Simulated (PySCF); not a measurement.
First SCF of a structure search on quartet P₃, at a hand-made obtuse triangle geometry. PySCF input:

```python
from pyscf import gto, scf, dft
mol = gto.M(atom='''
P      0.000000     0.000000     0.000000
P      1.731600     1.332000     0.000000
P     -1.731600     1.332000     0.000000''',
    basis={'P': 'def2-TZVP'},
    charge=0, spin=3)
mf = dft.UKS(mol, xc='PBE0')
mf.grids.atom_grid = (50, 194)
aux = {'P': 'def2-universal-JKFIT'}
mf = mf.density_fit(auxbasis=aux)
mf.conv_tol = 1e-08
mf.diis_space = 10
mf.max_cycle = 60
mf.init_guess = 'minao'
mf.verbose = 4
mf.kernel()
```

Excerpt of the output (cycles alone):

```
init E= -1023.56524782974
cycle= 1 E= -1023.59727502243  delta_E= -0.032  |g|= 0.142  |ddm|= 1.28
cycle= 2 E= -1023.61046073812  delta_E= -0.0132  |g|= 0.0704  |ddm|= 0.22
cycle= 3 E= -1023.61329512538  delta_E= -0.00283  |g|= 0.0319  |ddm|= 0.0784
cycle= 4 E= -1023.61445600768  delta_E= -0.00116  |g|= 0.0267  |ddm|= 0.0614
cycle= 5 E= -1023.61570475147  delta_E= -0.00125  |g|= 0.00906  |ddm|= 0.0553
cycle= 6 E= -1023.61590714202  delta_E= -0.000202  |g|= 0.00415  |ddm|= 0.0223
cycle= 7 E= -1023.61597279217  delta_E= -6.57e-05  |g|= 0.000785  |ddm|= 0.0171
cycle= 8 E= -1023.61597570614  delta_E= -2.91e-06  |g|= 0.000224  |ddm|= 0.00377
cycle= 9 E= -1023.61597582779  delta_E= -1.22e-07  |g|= 8.45e-05  |ddm|= 0.000627
cycle= 10 E= -1023.61597584492  delta_E= -1.71e-08  |g|= 2.31e-05  |ddm|= 0.000242
cycle= 11 E= -1023.61597584637  delta_E= -1.44e-09  |g|= 7.93e-06  |ddm|= 7.88e-05
Extra cycle  E= -1023.61597584643  delta_E= -6.71e-11  |g|= 5.18e-06  |ddm|= 1.55e-05
converged SCF energy = -1023.61597584643  <S^2> = 3.9273918  2S+1 = 4.0877338
```

No lower solution of this spin was found from smeared starts or by a stability analysis within the unrestricted form.

The search for the lowest solution, 3 starts and the stability check together, took 12 s on 4 threads of a shared Arm Neoverse V2 host, with 111 basis functions; the process peaked at 0.43 GiB. Launch command: `OMP_NUM_THREADS=4 python axn.py task.json out`.
